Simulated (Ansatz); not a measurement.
Fluorite CdF2 was calculated with PBEsol+SOC (plane waves, PAW; Ansatz, an electronic-structure program).

Run with plane-wave cutoff 520 eV, 12×12×12 k mesh, Fermi–Dirac smearing 0.01 eV, PAW data made under PBE.

The cell has the measured lattice: a = 5.388 Å, b = 5.388 Å, c = 5.388 Å, α = 90.00°, β = 90.00°, γ = 90.00°.

### Question
Give the computed band gap and smallest direct gap on the k points sampled.

### Answer

band gap: 2.93 eV (indirect)
smallest direct gap on the k points sampled: 3.34 eV

Measured, for comparison: band gap 7.8 eV (temperature not stated, not corrected to a static lattice, indirect W–Γ; as tabulated in Cappellini et al. (2013), arXiv:1302.2571). Computed (rounded) less measured: band gap -4.87 eV.

Note: cell and atoms aren't relaxed at this level (pressure -0.3 GPa).
